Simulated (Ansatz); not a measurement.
Geometry optimisation, RKS PBE/cc-pVDZ (Ansatz).

Input file:

```yaml
crystal:
  periodic: [false, false, false]
  atoms:
    - { symbol: Si, position_ang: [0.0, 0.0, 0.0] }
    - { symbol: O, position_ang: [0.0, 0.0, 2.03] }
    - { symbol: H, position_ang: [-0.9095, -0.2814, 2.3671] }
    - { symbol: H, position_ang: [1.3768, 0.0, -0.4862] }
    - { symbol: H, position_ang: [-0.6877, 1.1914, -0.4862] }
    - { symbol: H, position_ang: [-0.6877, -1.1914, -0.4862] }
    - { symbol: H, position_ang: [0.9186, -1.3949, 0.555] }
    - { symbol: H, position_ang: [0.7199, -1.0931, 1.4744] }
basis:
  gaussian: { orbitals: cc-pVDZ }
hamiltonian:
  xc: pbe
relax:
  f_tol: 0.15
  max_steps: 25
  restrain:
    - { distance: [0, 6], at: 2.66, k: 30.0 }
    - { distance: [7, 1], at: 2.21, k: 30.0 }
    - { distance: [0, 1], at: 1.68, k: 30.0 }
    - { distance: [7, 6], at: 0.66, k: 30.0 }
```

Launched with:

```bash
$ ansatz run input.yaml --threads 1 --pin off --max-ram 2048MiB --backend cpu --events-out ev --progress --plain --runs-dir out
```

Where does it end, and by what steps?

The forces met the threshold. The restraints hold the end off the free minimum; the threshold counts their pulls, which the force column leaves out. Restrained pairs: Si1–H7 (1.76 → 2.67 Å), O2–H8 (1.42 → 2.22 Å), Si1–O2 (2.03 → 1.70 Å), H7–H8 (0.99 → 0.72 Å). After 12 steps the energy has fallen by 2.162 eV (the restraints' own energy left out); H7 moved furthest, 0.76 Å.

```
step  energy less start (eV)  largest force component (eV/Å)  accepted
   0                  0.0000                           2.360       yes
   1                 -0.8242                           2.689       yes
   2                 -1.2167                           3.931       yes
   3                 -1.7802                           2.041       yes
   4                 -2.1005                           1.601       yes
   5                 -2.0825                           1.580        no
   6                 -2.1260                           1.456       yes
   7                 -2.1417                           1.557       yes
   8                 -2.1472                           1.587       yes
   9                 -2.1512                           1.673       yes
  10                 -2.1261                           1.588        no
  11                 -2.1586                           1.603       yes
  12                 -2.1615                           1.607       yes
```

```xyz
8
Properties=species:S:1:pos:R:3
Si -0.135 0.131 0.079
O -0.109 0.102 1.773
H -0.995 0.230 2.167
H 1.289 0.307 -0.372
H -0.969 1.307 -0.394
H -0.733 -1.112 -0.544
H 1.291 -2.003 0.810
H 1.092 -1.731 1.449
```

Run time: 17 s on 1 thread of AMD EPYC 7R43 64-Core Processor (Zen 3) (shared host), peak memory 0.12 GiB.
